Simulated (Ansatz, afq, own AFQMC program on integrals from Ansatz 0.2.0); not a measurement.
AFQMC on a folder of integrals that Ansatz 0.2.0 wrote.

```yaml
crystal:
  periodic: [false, false, false]
  atoms:
    - {symbol: Ge, position_ang: [0.000000, 0.000000, 0.000000]}
    - {symbol: H, position_ang: [0.561303, 1.033925, 1.032591]}
    - {symbol: H, position_ang: [-0.569863, -1.029690, 1.032135]}
    - {symbol: H, position_ang: [-0.559224, 1.030817, -1.036818]}
    - {symbol: H, position_ang: [0.567783, -1.035053, -1.027908]}
basis:
  gaussian: {orbitals: cc-pVDZ}
total_charge: 1
magnetization: {spin_polarized: true, initial_magnetization: 1}
correlation: {method: ccsd_t, electrons: outside_noble_gas, hamiltonian_folder: ham}
```

```sh
$ ansatz run in.yaml --threads 1 --pin off --events-out ev --progress --plain --max-ram 1843MiB
```

afq runs on the folder ham with

```
--method phaseless --trial cisd --walkers 60 --populations 1 --least-time 40 --time-step 0.005 --steps-per-block 50 --equilibration-blocks 28 --max-blocks 300 --target-error 0.00032 --factor-cut 1e-05 --start spin_pure --seed 5119 --release-times 0.24,0.5,1,1.5 --release-step 0.02 --release-every 4 --taylor-order 6
```

Times are imaginary, in 1/Eh. The walk had a cap of 689 s. Filled inner d shells are frozen with the cores.

afq prints:

```
orbitals 33  electrons 4 3  factors 264 of 497
reference energy -2077.22909545 Eh
CCSD correlation -0.13084350 Eh in 11 cycles, weight of the determinant in the CISD state 0.9031
energy of the start -2077.359045 Eh
 block  time / (1/Eh)  mean weight  energy / Eh
     1     0.250  1.0010  -2077.358575
     2     0.500  0.9995  -2077.359455
     3     0.750  1.0006  -2077.360126
     4     1.000  1.0008  -2077.361170
     5     1.250  1.0014  -2077.360986
    10     2.500  0.9994  -2077.362727
    29     7.250  1.0010  -2077.363980
    49    12.250  1.0009  -2077.362553
    61    15.250  1.0019  -2077.367259
    69    17.250  0.9991  -2077.363277
    89    22.250  1.0012  -2077.365122
   109    27.250  0.9993  -2077.363079
   113    28.250  1.0019  -2077.360844
   129    32.250  1.0000  -2077.363622
   149    37.250  0.9998  -2077.365987
   169    42.250  1.0001  -2077.362888
   185    46.250  1.0004  -2077.363732
blocks merged  error / Eh  count
     1  0.000117  160
     2  0.000151  80
     4  0.000198  40
     8  0.000222  20
    16  0.000259  10
released: time / (1/Eh)  energy / Eh  error  mean overlap
  0.24  -2077.363667  0.000193  0.9882
  0.50  -2077.363618  0.000177  0.9943
  1.00  -2077.363866  0.000196  0.9848
  1.50  -2077.364075  0.000242  0.9669
energy -2077.363514 +/- 0.000222 Eh
(rows thinned)
```

The run passed its tests (sampling time, drift between the halves within three errors, error under three times the target), which doesn't prove that it has relaxed.

Against this walk (error 6.0 meV) on the same determinant: CCSD(T) 10.6 meV higher (within the noise), CCSDT(Q) 19.2 meV lower. The error is statistical and leaves out the bias of the constraint. Released to 1.50 1/Eh the energy moves by -15 ± 9 meV (both errors), within twice the noise.

Cautions: constraint bias not in the error; no relativity below Rb; no spin-orbit coupling; inner d shell frozen.

The walk took 2 min on 1 thread of Intel(R) Xeon(R) 6975P-C (Granite Rapids) (shared host). The log's last line is the phaseless energy.

CCSDT and higher add their correlation energy to the determinant of the CCSD(T) run, since their own runs factorise the integrals more tightly (a shift of under 2 meV). A walk keeps the symmetry of its determinant, which the program's search chose and which needn't be the lowest solution, so a lower state of the same spin and another symmetry isn't excluded.
